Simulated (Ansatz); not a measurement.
For hcp Co, rVV10 in Ansatz (plane waves, PAW) gives:

| Quantity | Result |
|---|---|
| equilibrium lattice constant a | 2.505 Å |
| c axis length | 4.055 Å |
| magnetic moment | 1.59 μB |

Question: What does r²SCAN (Ansatz, an electronic-structure program, plane waves, PAW) give for the same quantities?

Answer: 
- lattice constant a: 2.472 Å (drops by 1.3 %)
- lattice parameter c: 4.019 Å (drops by 0.9 %)
- magnetic moment: 1.76 μB (increases by 0.17 μB)

For comparison: lattice constant a 2.507 Å (measured, 293 K, not corrected to a static lattice; as tabulated in Wikipedia's data pages); lattice parameter c 4.07 Å (measured, 293 K, not corrected to a static lattice; as tabulated in Wikipedia's data pages).

Changes are worked out from the printed values.

Unless a cell is named, each level is at its own relaxed cell (rVV10 11.02, r²SCAN 10.64 Å³/atom).

Spin-polarised runs: rVV10 (parallel moments), r²SCAN (parallel moments).

Ansatz's density-functional and Hartree–Fock values are scalar-relativistic unless marked +SOC, with PAW data made under PBE.
